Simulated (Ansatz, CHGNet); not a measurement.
For wurtzite CdS, the machine-learned potential CHGNet 0.3.0 (trained on PBE and PBE+U data) gives:

* **lattice constant a**: 4.185 Å
* **c axis length**: 6.918 Å

**Question.** What does r²SCAN-D4 (Ansatz, a first-principles code, PAW) give for the same quantities?

**Answer.** 
- lattice constant a: 4.148 Å (falls by 0.9 %)
- lattice parameter c: 6.741 Å (shrinks by 2.6 %)

For comparison: lattice constant a 4.136 Å (measured, temperature not stated, not corrected to a static lattice; as tabulated in Biswas et al. (2022), arXiv:2106.08875); lattice parameter c 6.714 Å (measured, temperature not stated, not corrected to a static lattice; as tabulated in Biswas et al. (2022), arXiv:2106.08875).

Changes are worked out from the printed values.

Unless a cell is named, each level is at its own relaxed cell (CHGNet 0.3.0 26.23, r²SCAN-D4 25.11 Å³/atom).

Ansatz's density-functional and Hartree–Fock values are scalar-relativistic unless marked +SOC, with PAW data made under PBE.
